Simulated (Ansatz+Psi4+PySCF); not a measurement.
## doublet C2H7N(+): levels of theory in one basis

```xyz
10

C    -0.0283   -0.2242    1.2148
N    -0.0308    0.5937   -0.0094
C    -0.0309   -0.2190   -1.2123
H     0.8010   -0.9599    1.2475
H     0.0406    0.4151    2.0755
H    -0.9708   -0.7669    1.2696
H     0.8141    1.1735   -0.0001
H     0.7833   -0.9678   -1.2511
H     0.0463    0.4140   -2.0853
H    -0.9767   -0.7777   -1.2541
```

Basis set: cc-pVTZ (spherical functions). Left uncorrelated: 3 orbitals. Correlation on ROHF uses semicanonical orbitals with singles. Charge 1, multiplicity 2.

Computed with Ansatz (development build ahead of 0.2.0) and Psi4 1.11; each method stands on the lowest determinant of its kind that the runs found.

| method | E − E(ROHF) (eV) | <S²> of the determinant |
| --- | --- | --- |
| ROHF | 0.00 | 0.75 |
| UHF | -0.14 | 0.76 |
| ROHF-MP2 | -14.41 | – |
| UHF-MP2 | -14.40 | 0.76 |
